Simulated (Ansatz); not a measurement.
**SiH2 (triplet): wave-function methods side by side at distance Si1–H2 = 2.069 Å, cc-pVDZ**

How much of the correlation energy of SiH2 (triplet) does each wave-function method recover here?

Method: cc-pVDZ, core rule «outside noble gas», up to 5 orbitals frozen; program: Ansatz 0.2.0, Gaussian basis.

The runs, in order: UHF; CCSD(T) on ROHF; CCSD(T) on UHF; BCCD(T) on ROHF; CISD; CCSDT(Q) on ROHF; CCSDT(Q) on UHF; CASSCF and MRCISD+Q, 4 electrons in 4 orbitals; CASSCF and NEVPT2, 4 electrons in 4 orbitals; CASSCF and MRCISD+Q, 6 electrons in 6 orbitals; CASSCF and NEVPT2, 6 electrons in 6 orbitals; Full CI.

17 further runs of the same task are left out: 14 that didn't finish, 3 set aside as unsound or not needed.

**1. What is computed**

The geometry derives from a PBE0/def2-TZVP stationary point (not a proven minimum). One bond is set to the value named and the two fragments are kept rigid.

3 atoms, charge 0, spin multiplicity 3.

Atoms are counted from 1 here; the program's logs count them from 0.

Bond lengths: Si1–H3 1.486 Å.

**2. UHF**

in.yaml

```yaml
crystal:
  periodic: [false, false, false]
  atoms:
    - {symbol: Si, position_ang: [0.000000, -0.060692, 0.016793]}
    - {symbol: H, position_ang: [0.000000, 0.994190, -1.763090]}
    - {symbol: H, position_ang: [0.000000, 0.696960, 1.295167]}
basis:
  gaussian: {orbitals: cc-pVDZ}
magnetization: {spin_polarized: true, initial_magnetization: 2}
hamiltonian: {xc: hf}
output: {orbitals: {seedname: orbitals}}
```

The run is started by

```bash
$ ansatz run in.yaml --threads 1 --pin off --events-out ev --progress --plain --max-ram 2393MiB
```

Further steps of the session: CCSD(T) on ROHF; CCSD(T) on UHF; BCCD(T) on ROHF; CISD; CCSDT(Q) on ROHF; CCSDT(Q) on UHF; CASSCF and MRCISD+Q, 4 electrons in 4 orbitals; CASSCF and NEVPT2, 4 electrons in 4 orbitals; CASSCF and MRCISD+Q, 6 electrons in 6 orbitals; CASSCF and NEVPT2, 6 electrons in 6 orbitals; Full CI.

Before running them: what should the planned runs give, taken together? Wanted: FCI below the RHF energy; RMP2 from FCI; UMP2 from FCI; RCCSD from FCI; RCCSD(T) from FCI; UCCSD(T) from FCI; RCCSDT(Q) from FCI; UCCSDT(Q) from FCI; NEVPT2 pair from FCI.

As calculated:

```
                         quantity                                                                                               value
         FCI below the RHF energy                                                                                          -2.9864 eV
                    RMP2 from FCI                                                                                          +863.2 meV
                    UMP2 from FCI                                                                                          +926.9 meV
                   RCCSD from FCI                                                                                          +114.4 meV
                RCCSD(T) from FCI                                                                                           +32.4 meV
                UCCSD(T) from FCI                                                                                           +35.7 meV
               RCCSDT(Q) from FCI                                                                                            +0.6 meV
               UCCSDT(Q) from FCI                                                                                            +0.2 meV
             NEVPT2 pair from FCI                                                                                          +618.5 meV
           MRCISD+Q pair from FCI                                                                                            -1.6 meV
          NEVPT2 valence from FCI                                                                                          +538.5 meV
levels within 1 kcal/mol (43 meV)  RCCSD(T), UCCSD(T), BCCD(T), RCCSDT, UCCSDT, RCCSDT(Q), UCCSDT(Q), MRCISD+Q pair, MRCISD+Q valence
                    T1 diagnostic                                                                                               0.033
   effectively unpaired electrons                                                                                                2.08
```

What this shows: RCCSD(T) lands +32.4 meV from the yardstick (1.1 % of the correlation energy). One determinant dominates. Of the multireference levels listed MRCISD+Q pair comes nearest in total energy (-1.6 meV), which doesn't show that its space is the better one. These misses are within one basis, not against nature; the frozen cores of restricted and unrestricted runs differ, which can shift their rows.
